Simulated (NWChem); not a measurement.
**Two attempts at AlHOF (SMILES [O][AlH][F])**

Wanted: the charge distribution of AlHOF, UM05/LANL2DZ (density fitting with weigend coulomb fitting, core potential).

The results are computed with NWChem 7.3.0.

1 further run of the same task is left out (set aside as unsound or not needed).

### 1 The structure to begin with

AlHOF: 4 atoms, total charge 0, spin state doublet. As SMILES, `[O][AlH][F]`. The coordinates come from a PBE0-D4/def2-TZVP relaxation.

Bond lengths: O1–Al2 1.731 Å, Al2–F3 1.641 Å, Al2–H4 1.564 Å. Angles: O1–Al2–F3 117.5°, O1–Al2–H4 119.2°, F3–Al2–H4 123.3°.

### 2 The input as first written

nw.nw reads:

```
echo
start nw
memory stack 880 mb heap 220 mb global 1100 mb
charge 0

geometry units angstrom noautoz
 O    -0.128300   -1.061600    1.299400
 Al    0.038200    0.026100   -0.037000
 F    -1.126500   -0.010300   -1.192200
 H     1.272100    0.985600   -0.090400
end

basis spherical bse
 * library LANL2DZ
end

basis "cd basis" spherical
 * library "weigend coulomb fitting"
end

dft
 xc m05
 mult 2
 grid medium
 maxiter 100
 mulliken
 noprint "final vectors analysis"
end

property
 quadrupole
 mulliken
 efieldgrad
 electrondensity
end

task dft property
```

Run with:

```bash
nwchem nw.nw > nw.out
```

Log:

```text
============================== echo of input deck ==============================
echo
start nw
memory stack 880 mb heap 220 mb global 1100 mb
charge 0

geometry units angstrom noautoz
 O    -0.128300   -1.061600    1.299400
 Al    0.038200    0.026100   -0.037000
 F    -1.126500   -0.010300   -1.192200
 H     1.272100    0.985600   -0.090400
end

basis spherical bse
 * library LANL2DZ
end

basis "cd basis" spherical
 * library "weigend coulomb fitting"
end

dft
 xc m05
 mult 2
 grid medium
 maxiter 100
 mulliken
 noprint "final vectors analysis"
end

property
 quadrupole
 mulliken
 efieldgrad
 electrondensity
end

task dft property
================================================================================

             Northwest Computational Chemistry Package (NWChem) 7.3.0
             --------------------------------------------------------

           Job information
           ---------------

    nwchem branch   = 7.3.0
    use scalapack   = T
    input           = nw.nw
    prefix          = nw.
    data base       = ./nw.db
    status          = startup
    nproc           =        1

           Memory information
           ------------------

[... 5 lines left out ...]
    hardfail = no
[... 37 lines left out ...]
            Nuclear Dipole moment (a.u.)
[... 66 lines left out ...]
  convergence criterion.
[... 47 lines left out ...]
  convergence criterion.
[... 18 lines left out ...]
          Convergence on energy requested:  1.00D-07
          Convergence on density requested:  1.00D-05
          Convergence on gradient requested:  5.00D-04
[... 21 lines left out ...]
          Spatial weights used:  Erf1
[... 1 line left out ...]
          Convergence Information
[... 1 line left out ...]
          Convergence aids based upon iterative change in
          total energy or number of iterations.
[... 2 lines left out ...]
          DIIS, if invoked, will attempt to extrapolate
          using up to (NFOCK): 10 stored Fock matrices.

                    Damping( 0%)  Levelshifting(0.5)       DIIS
                  --------------- ------------------- ---------------
          dE  on:    start            ASAP                start
          dE off:    2 iters        100 iters           100 iters

      Screening Tolerance Information
      -------------------------------
          Density screening/tol_rho:  1.00D-11
          AO Gaussian exp screening on grid/accAOfunc:  16
          CD Gaussian exp screening on grid/accCDfunc:  20
          XC Gaussian exp screening on grid/accXCfunc:  20
          Schwarz screening/accCoul:  1.00D-08

      Superposition of Atomic Density Guess
      -------------------------------------

      charge =      13.0 Al (Aluminium)

      symmetry species            s     p     d     f
      number of basis functions = 3     3
      number of cont. functions = 2     2
      number of closed shells   = 3     1
      number of open shells     = 0     1
      open shell occupation     = 0     1
 ------------------------------------------------------------------------
 atomscf:atomd: error in atom scf                   0
 ------------------------------------------------------------------------
 ------------------------------------------------------------------------
  current input line :
    37: task dft property
 ------------------------------------------------------------------------
 ------------------------------------------------------------------------
 This error has not yet been assigned to a category
 ------------------------------------------------------------------------

0:atomscf:atomd: error in atom scf:Received an Error in Communication
  Errorcode: -1
```

Run time: 0.58 s. Hardware: 1 thread of Intel Xeon at 2.60GHz (Ice Lake), shared host; peak memory 0.11 GiB.

### 3 Reading the log

The program broke off before the end.

The telling line is `atomscf:atomd: error in atom scf                   0`. The fault: the core potential that belongs to the basis is left out.

### 4 The mended input

nw.nw reads:

```
start nw
memory 2200 mb
geometry units angstroms noautoz
  O     -0.128300    -1.061600     1.299400
  Al     0.038200     0.026100    -0.037000
  F     -1.126500    -0.010300    -1.192200
  H      1.272100     0.985600    -0.090400
end
basis "ao basis" spherical bse
  * library LANL2DZ
end
ecp bse
  Al library LANL2DZ
end
basis "cd basis" spherical
  * library "weigend coulomb fitting"
end
dft
  xc m05
  mult 2
  grid medium
  maxiter 150
  mulliken
  noprint "final vectors analysis"
end
property
  quadrupole
  mulliken
  efieldgrad
  electrondensity
end
task dft property
```

Run with:

```bash
nwchem nw.nw > nw.out
```

Log:

```text
[...]
 Group name             Cs
[...]
          Wavefunction type:  spin polarized.
          No. of atoms     :     4
          No. of electrons :    21
[...]
          Charge           :     0
          Spin multiplicity:     2
[...]
          AO basis - number of functions:    28
[...]
              XC Information
              --------------
                          M05 Method XC Functional
                     Hartree-Fock (Exact) Exchange  0.280
                   M05 metaGGA Exchange Functional  0.720
                         M05 Correlation Potential  1.000
[...]
 d= 0,ls=0.0,diis     1   -177.3672176734 -2.11D+02  4.09D-02  2.35D-01     0.4
[...]
 d= 0,ls=0.0,diis    13   -177.6014441821 -2.45D-08  3.47D-06  1.28D-08     3.0
[...]
         Total DFT energy =     -177.601444182127
      One electron energy =     -313.386137914205
           Coulomb energy =      122.464180272266
    Exchange-Corr. energy =      -20.132990363917
 Nuclear repulsion energy =       33.453503823728
[...]
      Total Density - Mulliken Population Analysis
     ---------------------------------------------
    Atom       Charge   Shell Charges
 -----------   ------   -------------------------------------------------------
    1 O    8     8.53   2.00  0.96  1.00  3.26  1.31
    2 Al   3     1.73   0.56  0.18  0.82  0.17
    3 F    9     9.62   2.00  0.99  0.98  3.98  1.66
    4 H    1     1.12   0.48  0.65
[...]
      <S2> =      0.7565 (Exact =     0.7500)
[...]
```

Run time: 3.6 s. Hardware: 1 thread of Intel Xeon at 2.60GHz (Ice Lake), shared host; peak memory 0.12 GiB.

Atomic charges (e):

| atom | Löwdin |
| --- | --- |
| O1 | -0.400 |
| Al2 | +0.980 |
| F3 | -0.490 |
| H4 | -0.090 |

### 5 Outcome

At UM05/LANL2DZ (density fitting with weigend coulomb fitting, core potential):

```
     quantity          value
 total energy  -177.60144 Eh
dipole moment         2.16 D
         ⟨S²⟩          0.756
```
